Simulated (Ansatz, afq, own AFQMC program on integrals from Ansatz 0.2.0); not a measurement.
AFQMC on a folder of integrals that Ansatz 0.2.0 wrote.

```yaml
crystal:
  periodic: [false, false, false]
  atoms:
    - {symbol: Al, position_ang: [0.000000, -0.081048, 0.000000]}
    - {symbol: H, position_ang: [0.000000, 1.084792, -1.232881]}
    - {symbol: H, position_ang: [0.000000, 1.084792, 1.232880]}
basis:
  gaussian: {orbitals: "6-31++G**"}
total_charge: -1
magnetization: {spin_polarized: true, initial_magnetization: 0}
correlation: {method: ccsd_t, electrons: outside_noble_gas, hamiltonian_folder: ham}
```

```sh
$ ansatz run in.yaml --threads 1 --pin off --events-out ev --progress --plain --max-ram 1843MiB
```

Options of the walk:

```
--method phaseless --trial cisd --walkers 140 --populations 1 --least-time 40 --time-step 0.005 --steps-per-block 50 --equilibration-blocks 28 --max-blocks 300 --target-error 0.00029 --factor-cut 1e-05 --start spin_pure --seed 9230 --release-times 0.24,0.51,0.99,1.62,2.4 --release-step 0.03 --release-every 4 --taylor-order 6
```

Times are imaginary, in 1/Eh. The walk had a cap of 536 s.

```
orbitals 30  electrons 3 3  factors 214 of 295
reference energy -243.01341893 Eh
CCSD correlation -0.09272193 Eh in 11 cycles, weight of the determinant in the CISD state 0.9126
energy of the start -243.106141 Eh
 block  time / (1/Eh)  mean weight  energy / Eh
     1     0.250  1.0003  -243.105641
     2     0.500  1.0009  -243.105579
     3     0.750  1.0002  -243.105762
     4     1.000  0.9999  -243.105837
     5     1.250  0.9991  -243.106253
    10     2.500  1.0005  -243.107438
    29     7.250  1.0003  -243.108001
    37     9.250  1.0010  -243.111027
    45    11.250  1.0004  -243.107177
    49    12.250  0.9996  -243.107219
    69    17.250  1.0004  -243.108223
    89    22.250  1.0001  -243.109038
   109    27.250  1.0004  -243.108956
   129    32.250  1.0002  -243.107814
   149    37.250  1.0000  -243.108279
   169    42.250  1.0002  -243.110794
   185    46.250  1.0014  -243.108269
blocks merged  error / Eh  count
     1  0.000090  160
     2  0.000115  80
     4  0.000135  40
     8  0.000154  20
    16  0.000178  10
released: time / (1/Eh)  energy / Eh  error  mean overlap
  0.24  -243.108316  0.000104  1.0022
  0.51  -243.108435  0.000112  1.0009
  0.99  -243.108577  0.000118  1.0010
  1.62  -243.108828  0.000205  0.9837
  2.40  -243.108644  0.000141  0.9791
energy -243.108547 +/- 0.000154 Eh
(rows thinned)
```

Problem. Estimate how long the walk took on 1 thread of Intel(R) Xeon(R) 6975P-C (Granite Rapids) (shared host).

Solution. 2.8 min of wall time.

The run passed its tests (sampling time, drift between the halves within three errors, error under three times the target), which doesn't prove that it has relaxed.

Against this walk (error 4.2 meV) on the same determinant: CCSD(T) 16.0 meV higher, CCSDT(Q) 0.3 meV lower (within the noise), CCSDTQ 1.0 meV lower (within the noise), full CI 0.9 meV lower (within the noise). The error is statistical and leaves out the bias of the constraint. Released to 2.40 1/Eh the energy moves by -3 ± 6 meV (both errors), within twice the noise.

Cautions: constraint bias not in the error; an unrestricted solution with more broken spin lies lower (53 meV, ⟨S²⟩ 0.35), while this determinant keeps restricted orbitals.

CCSDT and higher add their correlation energy to the determinant of the CCSD(T) run, since their own runs factorise the integrals more tightly (a shift of under 2 meV). A walk keeps the symmetry of its determinant, which the program's search chose and which needn't be the lowest solution, so a lower state of the same spin and another symmetry isn't excluded.
